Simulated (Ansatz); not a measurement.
A calculation with Ansatz (development build ahead of 0.2.0).

```yaml
crystal:
  periodic: [false, false, false]
  atoms:
    - { symbol: "N", position_ang: [-0.00344, 0.00408, -1.20273] }
    - { symbol: "N", position_ang: [0.00808, 0.0032, -0.06335] }
    - { symbol: O, position_ang: [0.0076, 0.00612, 1.10254] }
basis:
  gaussian: { orbitals: STO-3G }
hamiltonian:
  xc: hf
correlation:
  method: mp2
  frozen_orbitals: { "N": 1, O: 1 }
```

The input is written out in the form of the current development build from the run's settings.

The run gave:

* Converged: yes
* Reference energy: -181.18805 hartree
* Correlation energy: -0.24554 hartree
* Total energy: -181.43359 hartree
* Spin squared of the determinant: 0.000
